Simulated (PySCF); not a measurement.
Compound: C4H6Cl (doublet state).
Cartesian coordinates in Å at the GFN2-xTB level; atoms count from 1:
```xyz
11
C4H6Cl angstrom
Cl    -0.1325    2.4117   -0.3181
C     -0.0019    0.8032    0.4212
C      1.0844   -0.1154   -0.1648
C      0.0200   -1.1241   -0.3954
C     -1.0805   -0.2133    0.0083
H      0.0760    0.9555    1.4968
H      1.5427    0.2833   -1.0752
H      1.8939   -0.3914    0.5176
H      0.0589   -2.1869   -0.5096
H     -1.7441   -0.5551    0.8083
H     -1.7114    0.1352   -0.8151
```

Identity: `ClC1C[CH]C1` [radical].

Theory: PySCF 2.14.0, UKS B3LYP, pcH-1 on C Cl H, non-relativistic, mean-field spin-orbit, GIAO. Isolated species at its GFN2-xTB geometry, gas phase. The geometry wasn't refined by DFT: couplings that depend on bond lengths, twists or pyramidal angles can differ widely from those at the functional's own minimum. No stability test was run, so a lower SCF solution isn't excluded.

(1) What is the g tensor, term by term?

(2) How much does each term add to the isotropic shift?

(3) What are the electron Larmor frequencies g μB B/h along the three axes at 1200 mT?

(4) At 94.134 GHz, how far is the centre of the isotropic spectrum from where a free electron (g = 2.002319) resonates?

(5) In a frozen sample, at which fields do the three g values resonate at 9.5, 34, 94 and 263 GHz (hyperfine left aside), and which band first spreads them over more than twice a line width of 1.0 mT?

Results:

(1) 
```json
{"Δg (ppm)": "relativistic mass correction", "1": "-136", "2": "-136", "3": "-136"}
{"Δg (ppm)": "gauge correction", "1": "6", "2": "21", "3": "18"}
{"Δg (ppm)": "orbital Zeeman/spin–orbit", "1": "185", "2": "673", "3": "1057"}
{"Δg (ppm)": "total", "1": "55", "2": "558", "3": "938"}
```

So g = 2.00237, 2.00288, 2.00326 and g_iso = 2.00284; the tensor is rhombic: the two nearest values differ by 43 % of g3 − g1. 

(2) The orbital-Zeeman/spin–orbit term 638, the mass correction -136 and the gauge correction 15 ppm, for a total of 517 ppm. The orbital-Zeeman/spin–orbit term is the largest in size. The mass correction is the same along every axis, so the anisotropy comes from the other two: their spans along these axes are 15 (gauge) and 872 ppm (orbital Zeeman/spin–orbit).

(3) 33.6309, 33.6393, 33.6457 GHz for g1, g2 and g3, a range of 14.8 MHz.

(4) B = hν/(g μB) with μB/h = 13.99624 MHz/mT gives 3358.94 mT for the free electron and 3358.07 mT at g_iso, 0.87 mT lower.

(5) 
```tsv
band	GHz	B(g3) mT	B(g2) mT	B(g1) mT	spread mT
X	9.5	338.82	338.89	338.97	0.15
Q	34.0	1212.64	1212.87	1213.17	0.54
W	94.0	3352.58	3353.22	3354.06	1.48
J	263.0	9380.10	9381.88	9384.24	4.14
```

The spread grows in proportion to the frequency. J band is the first where it exceeds 2.0 mT.

The Mulliken spin populations are largest on C4 (+1.01), C5 (-0.09) and C3 (-0.09). No atom but C4 exceeds +0.15. The positive populations add up to 1.22 and the negative ones to -0.22, together 2S = 1. The angles at C4 add up to 357.6°, so it is nearly planar; its axial dipolar tensor and the negative coupling of its proton fit spin in a p orbital normal to that plane.

The HOMO–LUMO gaps are 6.36 eV among the α and 6.23 eV among the β orbitals.

On one thread of an Arm Neoverse V2, shared host with 192 logical CPUs at a one-minute load of 43, this took 25 s wall (grids of density and orbitals included) and 0.69 GiB of memory at its peak.
